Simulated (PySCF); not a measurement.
Species: C₄H₆FN.
Cartesian coordinates in Å at the PBE0-D3(BJ)/def2-SVP level; atoms count from 1:
```
atom  x, y, z in Å
C1     2.1938    0.4276   -0.3067
C2     1.0010   -0.1532   -0.4079
F3     0.8370   -1.2617   -1.1432
C4    -0.2556    0.3113    0.2396
C5    -1.4835   -0.4983   -0.0643
N6    -0.1971    1.3412    0.9853
H7     2.2774    1.3244    0.3064
H8     3.0637    0.0172   -0.8208
H9    -1.3414   -1.5487    0.2328
H10   -1.6853   -0.5061   -1.1468
H11   -2.3572   -0.0896    0.4612
H12   -1.1229    1.5578    1.3644
```

Computed with PySCF at CAM-B3LYP/def2-SVPD, non-relativistic, on one gas-phase PBE0-D3(BJ)/def2-SVP geometry that isn't relaxed in the solvent. The solvent is an IEF-PCM continuum (van der Waals radii × 1.2). The model holds no explicit solvent molecules, cavitation or dispersion.

Gas phase at CAM-B3LYP/def2-SVPD: HOMO -8.75 eV, LUMO -0.30 eV, dipole 1.43 D.

Task: What does the continuum do to the energy, the frontier levels and the dipole at CAM-B3LYP/def2-SVPD in chloroform and acetone?

Result: 
```json
{"solvent": "chloroform", "ε": "4.711", "E(solvent) − E(gas) (kcal/mol)": "-3.73", "polarisation term (kcal/mol)": "-4.16", "distortion of the solute (kcal/mol)": "0.43", "HOMO (eV)": "-8.77", "LUMO (eV)": "-0.29", "dipole (D)": "1.77"}
{"solvent": "acetone", "ε": "20.49", "E(solvent) − E(gas) (kcal/mol)": "-5.04", "polarisation term (kcal/mol)": "-5.85", "distortion of the solute (kcal/mol)": "0.81", "HOMO (eV)": "-8.80", "LUMO (eV)": "-0.31", "dipole (D)": "1.91"}
```

The first energy column is the sum of the next two and covers electrostatics alone. From chloroform to acetone the lowering changes by a factor 1.35, Onsager's factor (ε − 1)/(2ε + 1) by 1.30 and ε itself by 4.3.

Task: Which radius a makes the point-dipole formula ΔE = −[(ε − 1)/(2ε + 1)]·μ²/a³ give the value in acetone, with the gas-phase dipole?

Result: μ = 0.562 au and |ΔE| = 0.00803 Eh give a = 1.39 Å; the farthest nucleus lies 3.09 Å from the centroid of the nuclei, so such a sphere wouldn't even hold the nuclei. The formula assumes a rigid point dipole at the centre of a sphere.

Task: Give the dipole vector in the frame of the coordinates (D, pointing from negative to positive charge), gas and acetone.

Result: Gas (-1.37, -0.42, -0.04), solvent (-1.78, -0.67, -0.14). Its length changes by +34 % and its direction by 4°.

Task: How does the static polarisability (CAM-B3LYP/def2-SVPD, frozen core, with the continuum's full static response) change?

Result: 
```
    medium  isotropic (au)  principal values (au)  ⟨r²⟩ of the electrons (bohr²)
       gas            58.0       39.8, 61.4, 72.7                          571.9
chloroform            71.0       48.5, 76.7, 87.9                          571.5
   acetone            76.2       52.8, 82.8, 93.1                          571.3
```

The isotropic value in acetone is 1.32 times the gas-phase one; no cavity-field correction is applied. ⟨r²⟩ is taken about the centre of nuclear charge.

On Arm Neoverse N1, one thread, shared host, this took 32 s and 0.81 GiB of memory at its peak. This is the whole response run at CAM-B3LYP/def2-SVPD in acetone, SCF included.
